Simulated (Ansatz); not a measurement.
Relaxation of FH₆PSi (9 atoms, charge 0, multiplicity 1), to a largest force component of 0.03 eV/Å in at most 50 steps.

These are results of Ansatz 0.2.0, RKS PBE-D4/def2-SVP, not measurements.

```xyz
9
Properties=species:S:1:pos:R:3
Si 0.267 -0.020 -0.056
H 0.419 0.083 1.407
F 1.754 0.046 -0.750
H -0.546 1.133 -0.561
H -0.368 -1.332 -0.404
P -2.811 0.242 1.341
H -2.785 -0.671 0.223
H -3.201 -0.816 2.241
H -1.432 0.023 1.648
```

Task: Where does it end, and by what steps?

Result: The forces met the threshold. The force dipped under the threshold on the way, but the program's further checks kept it going. After 19 steps the energy has fallen by 0.154 eV; H9 moved furthest, 1.05 Å.

```
step  energy less start (eV)  largest force component (eV/Å)  accepted
   0                  0.0000                           0.610       yes
   1                 -0.1027                           0.255       yes
   2                 -0.0879                           1.186        no
   3                 -0.1182                           0.176       yes
   4                 -0.1262                           0.057       yes
   5                 -0.1307                           0.035       yes
   6                 -0.1284                           0.288        no
   7                 -0.1331                           0.016       yes
   8                 -0.1343                           0.130       yes
   9                 -0.1354                           0.088       yes
  10                 -0.1385                           0.017       yes
  11                 -0.1404                           0.177       yes
  12                 -0.1420                           0.129       yes
  13                 -0.1449                           0.124       yes
  14                 -0.1454                           0.280       yes
  15                 -0.1486                           0.109       yes
  16                 -0.1503                           0.025       yes
  17                 -0.1504                           0.262       yes
  18                 -0.1530                           0.061       yes
  19                 -0.1539                           0.006       yes
```

```xyz
9
Properties=species:S:1:pos:R:3
Si 0.348 -0.137 -0.066
H 0.556 -0.004 1.414
F 1.817 -0.178 -0.794
H -0.411 1.044 -0.598
H -0.374 -1.413 -0.383
P -3.203 -0.068 1.609
H -2.939 -0.140 0.194
H -2.405 -1.237 1.880
H -2.090 0.821 1.835
```

Time of the run: 44 s on 1 thread of Arm Neoverse V1 (shared host), peak memory 0.14 GiB.
